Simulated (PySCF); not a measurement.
The dipole of `C/C=C\CCl` from its density and from atomic charges.

Coordinates (PBE0-D3(BJ)/def2-SVP, Å) and charges (e) from the PBE0/pcSseg-1 density (PySCF):

| atom | x | y | z | Mulliken | IAO | Hirshfeld | ESP-fitted |
| --- | --- | --- | --- | --- | --- | --- | --- |
| C1 | 1.307 | -0.697 | -0.070 | -0.2376 | -0.4194 | -0.1109 | -0.1274 |
| C2 | 0.556 | 0.568 | 0.177 | -0.2152 | -0.1234 | -0.0305 | -0.0810 |
| C3 | -0.770 | 0.743 | 0.249 | -0.1553 | -0.1669 | -0.0633 | -0.2311 |
| C4 | -1.809 | -0.308 | 0.085 | -0.1870 | -0.2347 | -0.0328 | -0.1430 |
| Cl5 | -2.755 | -0.529 | 1.604 | -0.1686 | -0.1249 | -0.0961 | -0.1707 |
| H6 | 0.657 | -1.573 | -0.192 | +0.1205 | +0.1389 | +0.0449 | +0.0699 |
| H7 | 1.932 | -0.610 | -0.974 | +0.1350 | +0.1536 | +0.0491 | +0.0577 |
| H8 | 1.997 | -0.902 | 0.765 | +0.1379 | +0.1560 | +0.0509 | +0.0757 |
| H9 | 1.177 | 1.461 | 0.316 | +0.1144 | +0.1468 | +0.0477 | +0.1014 |
| H10 | -1.154 | 1.747 | 0.455 | +0.1185 | +0.1494 | +0.0429 | +0.1533 |
| H11 | -2.542 | -0.030 | -0.685 | +0.1731 | +0.1680 | +0.0507 | +0.1467 |
| H12 | -1.389 | -1.288 | -0.172 | +0.1643 | +0.1566 | +0.0475 | +0.1485 |

What dipole does each set of charges give (1 e·Å = 4.803 D), and what does the density give?

The full density gives (1.76, 0.13, -1.76) D, 2.49 D in size; dipole vectors point from the negative to the positive end.

```json
{"scheme": "Mulliken", "μx": "2.10", "μy": "-0.79", "μz": "-2.17", "size (D)": "3.12", "share of the full size (%)": "125", "angle to the full dipole (°)": "18"}
{"scheme": "IAO", "μx": "1.61", "μy": "0.25", "μz": "-1.63", "size (D)": "2.30", "share of the full size (%)": "93", "angle to the full dipole (°)": "3"}
{"scheme": "Hirshfeld", "μx": "1.19", "μy": "0.04", "μz": "-0.94", "size (D)": "1.52", "share of the full size (%)": "61", "angle to the full dipole (°)": "7"}
{"scheme": "ESP-fitted", "μx": "1.76", "μy": "0.06", "μz": "-1.85", "size (D)": "2.56", "share of the full size (%)": "103", "angle to the full dipole (°)": "2"}
```

Which set comes closest?

Length of the difference vector: ESP-fitted 0.11 D, IAO 0.23 D, Hirshfeld 1.00 D, Mulliken 1.06 D. Closest: ESP-fitted. 

What is left for the Hirshfeld atoms' own dipoles?

The shares of the density sum to the whole, so what Σ q r misses lies in dipoles about the nuclei. The atomic dipoles sum to (1.76, 0.13, -1.76) − (1.19, 0.04, -0.94) = (0.57, 0.09, -0.82) D, 1.00 D in size.

With the origin at the mean of the coordinates, (-0.233, -0.118, 0.130) Å, which are the largest single terms, by size, of the IAO dipole along the direction of the full one?

C1 -2.42, Cl5 +1.71, H7 +1.69, C4 +1.23, H11 -0.85 D; all 12 atoms together +2.30 D. The single terms depend on the origin, their sum doesn't.

Give the size of the full dipole in other units.

2.49 D = 0.980 au = 0.518 e·Å = 8.31 × 10⁻³⁰ C·m.

One conformer (not necessarily the lowest) at the PBE0-D3(BJ)/def2-SVP geometry, without solvent, vibrations or thermal averaging.

These values come from a run that also computed NMR shieldings. On an Arm Neoverse V1 with one thread, on a shared host, this took 9.4 s wall.

The values belong to the conformer `[CH3:1]/[CH:2]=[CH:3]\[CH2:4][Cl:5]`: C2–C3–C4–Cl5 117°.
